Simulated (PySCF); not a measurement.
# Computed NMR parameters against published values

Cartesian coordinates in Å; atom numbers follow the order of the lines, from 1:
```xyz
12

Cl    2.2408   -1.5452    0.3607
C     1.4158    0.0401    0.2077
C     0.1106   -0.1150   -0.5141
C    -1.0098    0.8369   -0.2060
C    -1.0978   -0.5896    0.2366
H     1.2692    0.4132    1.2210
H     2.1034    0.6917   -0.3327
H     0.2178   -0.4429   -1.5405
H    -0.8394    1.5953    0.5429
H    -1.6355    1.1655   -1.0212
H    -0.9847   -0.8050    1.2879
H    -1.7892   -1.2458   -0.2683
```

Non-relativistic Hamiltonian, single conformer, no solvent, equivalent nuclei averaged. GIAO PBE0/pcSseg-1 shieldings; geometry: GFN2-xTB; PySCF.

Reference values: measured (solution, not stated per compound (mostly CDCl3 or CCl4); Pretsch, Buehlmann, Badertscher, Structure Determination of Organic Compounds, 4th ed. (2009)).
```json
{"atoms": "C3", "quantity": "δ ¹³C", "reference": "13.6", "computed": "17.7", "computed, scaled": "15.1"}
{"atoms": "C4/C5", "quantity": "δ ¹³C", "reference": "5.5", "computed": "8.0", "computed, scaled": "5.7"}
```

Computed shifts are σ(ref) − σ with the named reference compound (TMS for H and C) calculated as an isolated molecule at the same level. The measured values may be among those fitted. Expected solution values come from regression of measured δ (H and C: mostly CDCl3, vs TMS) on computed σ: ¹³C: δ = 180.61 − 0.978σ (rms 2.1 ppm, 210 shifts, 2.3 ppm with the 2 outliers that the fit left out). A few per cent of atoms miss by over 2 rms, more outside the fitted compound classes.

Task: How far are the unscaled ¹³C shifts from the references?

Result: Mean signed difference +3.30 ppm, mean absolute 3.30 ppm over 2 comparisons; the largest is +4.1 ppm at C3 (three-membered-ring carbon).
